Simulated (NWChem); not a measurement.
All runs are NWChem calculations. System: trifluoromethane (CHF3), charge 0, spin multiplicity 1, optimised in this run. Level: PBE0/def2-SVP.

The NWChem input:

```
start mol
memory heap 200 mb stack 800 mb global 1000 mb
geometry units angstroms
  F      0.629945     0.079007     1.076963
  C     -0.026487    -0.335994     0.000000
  F      0.629945     0.079007    -1.076963
  F     -1.229652     0.225585     0.000000
  H     -0.113230    -1.436425     0.000000
  symmetry group Cs
end
basis spherical
  * library def2-svp
end
dft
  xc pbe0
  semidirect memsize 60000000 filesize 0
  iterations 100
end
driver
  maxiter 80
end
task dft optimize
task dft freq
```

Part of the output:

```
             Northwest Computational Chemistry Package (NWChem) 7.3.0
             --------------------------------------------------------

                                NWChem Input Module
                                -------------------

 Scaling coordinates for geometry "geometry" by  1.889725989
 (inverse scale =  0.529177249)

 Turning off AUTOSYM since
 SYMMETRY directive was detected!

          ------
          auto-z
          ------
  Looking for out-of-plane bends

                             Geometry "geometry" -> ""
                             -------------------------

 Output coordinates in angstroms (scale by  1.889725989 to convert to a.u.)

  No.       Tag          Charge          X              Y              Z
 ---- ---------------- ---------- -------------- -------------- --------------
    1 F                    9.0000     0.62994529     0.07900694     1.07696300
    2 C                    6.0000    -0.02648671    -0.33599406     0.00000000
    3 F                    9.0000     0.62994529     0.07900694    -1.07696300
    4 F                    9.0000    -1.22965171     0.22558494     0.00000000
    5 H                    1.0000    -0.11322971    -1.43642506     0.00000000

 Effective nuclear repulsion energy (a.u.)     134.2770201732

            Nuclear Dipole moment (a.u.)
            ----------------------------
        X                 Y               Z
 ---------------- ---------------- ----------------
    -0.0000000000    -0.0000000000     0.0000000000

      Symmetry information
      --------------------

 Group name             Cs
 Group number              2
 Group order               2
 No. of unique centers     4

      Symmetry unique atoms

     1    2    4    5


 Summary of "ao basis" -> "" (spherical)
 ------------------------------------------------------------------------------
       Tag                 Description            Shells   Functions and Types
 ---------------- ------------------------------  ------  ---------------------
 *                          def2-svp                  on all atoms

                           NWChem Geometry Optimization
[...]
 C=   0.190755 cm-1  (  0.274448 K)

 Temperature                      =   298.15K
 frequency scaling parameter      =   1.0000

 Zero-Point correction to Energy  =   16.236 kcal/mol  (  0.025873 au)
 Thermal correction to Energy     =   18.381 kcal/mol  (  0.029291 au)
 Thermal correction to Enthalpy   =   18.973 kcal/mol  (  0.030235 au)

 Total Entropy                    =   64.045 cal/mol-K
   - Translational                =   38.638 cal/mol-K (mol. weight =  70.0030)
   - Rotational                   =   23.752 cal/mol-K (symmetry #  =        1)
   - Vibrational                  =    1.656 cal/mol-K

 Cv (constant volume heat capacity) =    9.961 cal/mol-K
   - Translational                  =    2.979 cal/mol-K
   - Rotational                     =    2.979 cal/mol-K
   - Vibrational                    =    4.002 cal/mol-K


 ----------------------------------------------------------------------------
 Normal Eigenvalue ||    Projected Derivative Dipole Moments (debye/angs)
  Mode   [cm**-1]  ||      [d/dqX]             [d/dqY]           [d/dqZ]
 ------ ---------- || ------------------ ------------------ -----------------
    1       -0.000 ||       0.094              -0.007             0.149
    2       -0.000 ||      -0.091               0.007             0.155
    3       -0.000 ||      -0.002               0.000             0.014
    4       -0.000 ||       0.001              -0.000            -0.008
    5        0.000 ||       0.171              -0.013             0.001
    6        0.000 ||       0.006              -0.000            -0.011
    7      520.300 ||       0.264              -0.021            -0.064
    8      520.300 ||       0.064              -0.005             0.265
    9      719.951 ||       0.049               0.623            -0.000
   10     1179.350 ||      -0.131              -1.673             0.000
   11     1216.940 ||      -2.427               0.191             0.013
   12     1216.958 ||       0.013              -0.001             2.435
   13     1424.323 ||      -1.577               0.124            -0.023
   14     1424.331 ||       0.023              -0.002            -1.582
   15     3140.107 ||       0.086               1.086             0.000
 ----------------------------------------------------------------------------

 ----------------------------------------------------------------------------
 Normal Eigenvalue ||           Projected Infra Red Intensities
  Mode   [cm**-1]  || [atomic units] [(debye/angs)**2] [(KM/mol)] [arbitrary]
 ------ ---------- || -------------- ----------------- ---------- -----------
    1       -0.000 ||    0.001350           0.031         1.316       0.217
    2       -0.000 ||    0.001397           0.032         1.362       0.225
    3       -0.000 ||    0.000009           0.000         0.009       0.001
    4       -0.000 ||    0.000003           0.000         0.003       0.000
    5        0.000 ||    0.001276           0.029         1.244       0.205
    6        0.000 ||    0.000006           0.000         0.006       0.001
    7      520.300 ||    0.003223           0.074         3.142       0.519
    8      520.300 ||    0.003223           0.074         3.142       0.519
    9      719.951 ||    0.016909           0.390        16.484       2.722
   10     1179.350 ||    0.122061           2.816       118.991      19.648
   11     1216.940 ||    0.256967           5.928       250.505      41.364
   12     1216.958 ||    0.256958           5.928       250.495      41.363
   13     1424.323 ||    0.108517           2.504       105.788      17.468
   14     1424.331 ||    0.108524           2.504       105.794      17.469
   15     3140.107 ||    0.051426           1.186        50.133       8.278
 ----------------------------------------------------------------------------

 Task  times  cpu:       31.8s     wall:       31.8s

 Total times  cpu:       37.5s     wall:       37.5s
```
